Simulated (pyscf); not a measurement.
Optimised with ωB97X-D3(BJ)/def2-SVP in PySCF. Correlated levels are frozen-core, on RHF or UHF. ΔMP2 is the change of the MP2 total energy from the triple- to the quadruple-zeta basis.

Task: Estimate by transition-state theory the rate constant of `[NH][NH2]` [doublet] + `[H]` [doublet] → `[NH3]` + `[NH]` [triplet] (triplet surface; N–N broken, H–N formed) at 600 K, with CCSD(T)/def2-TZVPP + ΔMP2(QZVPP) energies (ideal gas, 1 atm, RRHO with modes under 100 cm⁻¹ raised to 100, one conformer, R ln 2 for rigid chiral ones; no tunnelling).

Result: The electronic barrier is 25.6 kcal/mol and the thermal terms add +13.4, so ΔG‡ = 39.0 kcal/mol. With k_BT/h = 1.25e+13 s⁻¹ and RT = 1.192 kcal/mol, and a volume of 8.18e-20 cm³ per molecule at 1 atm, k = 6.6e-21 cm³ molecule⁻¹ s⁻¹. Wigner's tunnelling factor for 1543i cm⁻¹ would be 1.57, likely too low at so high a frequency. A shift of 1 kcal/mol in the barrier changes k by a factor 2.3. On the product side the descent ends in a complex, 4.9 kcal/mol under the separated species and 62.2 kcal/mol under the saddle at ωB97X-D3(BJ)/def2-TZVP. At ωB97X-D3(BJ) the barrier from the zero used here is 30.2 kcal/mol. The same reactants have a lower exit, to NH₂• + NH₂• (barrier +22.0 kcal/mol at ωB97M-D3(BJ), against +28.1 kcal/mol here). •HN–NH₂ + H• also meet on a surface of lower spin, which isn't treated here. This is the saddle that the search found; another between the same sides may lie lower. The angle at the attacked N is 161°. The CCSD(T) − MP2 part came from Ansatz, without density fitting, on the same reference. A UHF reference is spin-contaminated (<S²> up to 2.13), which harms MP2 most.
